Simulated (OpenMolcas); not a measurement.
## Predicting a hybrid from its neighbours: HOF (hypofluorous acid)

HOF: 3 atoms, total charge 0, spin state singlet. As SMILES, `OF`. Geometry: relaxed at PBE0-D4/def2-TZVP.

The HOMO–LUMO gap y, in eV, basis aug-cc-pVTZ; a is the functional's share of exact exchange. Programs: OpenMolcas 26.06.

```
functional     program     a  y (eV)
      TPSS  OpenMolcas     0    4.76
       PBE  OpenMolcas     0    4.34
     B3LYP  OpenMolcas   0.2       ?
      PBE0  OpenMolcas  0.25    8.06
     BHLYP  OpenMolcas   0.5   11.23
```

Question: Fit y = c + s·a to the known rows and predict B3LYP.

Answer: 
1. Means of the 4 rows: a = 0.1875, y = 7.098.
2. Σ(Δa)² = 0.17188, Σ(Δa·Δy) = 2.3069, so the slope is 2.3069/0.17188 = 13.422.
3. Intercept: 7.098 − (13.422) × 0.1875 = 4.581. The largest residual of the fit is 0.24.
4. B3LYP: 4.581 + (13.422) × 0.2 = 7.27 eV.

The run gave 7.32 eV, so the prediction is off by -0.05 eV, within the scatter of the fit. Exact exchange lowers occupied levels and raises empty ones. The rows mix families of semi-local functionals, which the line can't see.
